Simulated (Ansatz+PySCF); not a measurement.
Results of a calculation; reference values are marked as such.
A run of Ansatz (development build ahead of 0.2.0) on doublet C2H3O at this shape:

```xyz
6

H     0.0000   -1.0072   -1.1851
C     0.0000   -0.0280   -0.7210
C     0.0000    0.0634    0.7003
H     0.0000    1.0369    1.1116
H     0.0000    0.8590   -1.3437
O     0.0000   -0.9241    1.4379
```

Its results:

- Converged: yes
- Reference energy: -152.35709 hartree
- Correlation energy: -0.50918 hartree
- Total energy: -152.86628 hartree
- Spin squared of the determinant: 0.927
- Stability test: minimum
- Occupied orbitals by symmetry in an Abelian subgroup (alpha; beta): 10 A' 2 A''; 10 A' 1 A''

Forces (eV/Å):
```
atom     Fx      Fy      Fz
  H1  0.000   0.176   0.132
  C2  0.000  -0.080  -0.563
  C3  0.000  -3.490   1.317
  H4  0.000   1.447   0.596
  H5  0.000  -0.139   0.138
  O6  0.000   2.086  -1.619
```

Problem. Which input gives this output? Name the method, the orbitals and the basis set, and write the input.

Solution. UHF-MP2 in cc-pVTZ.

```yaml
crystal:
  periodic: [false, false, false]
  atoms:
    - { symbol: H, position_ang: [0.0, -1.00721, -1.18513] }
    - { symbol: C, position_ang: [0.0, -0.02801, -0.72101] }
    - { symbol: C, position_ang: [0.0, 0.06342, 0.70029] }
    - { symbol: H, position_ang: [0.0, 1.0369, 1.11162] }
    - { symbol: H, position_ang: [0.0, 0.85902, -1.34368] }
    - { symbol: O, position_ang: [0.0, -0.92412, 1.43791] }
basis:
  gaussian: { orbitals: cc-pVTZ }
magnetization:
  spin_polarized: true
  initial_magnetization: 1
hamiltonian:
  xc: hf
correlation:
  method: mp2
  frozen_orbitals: { C: 1, H: 0, O: 1 }
output:
  forces: true
```

Caution: the unrestricted determinant is spin contaminated; forces differ strongly between restricted and unrestricted references.
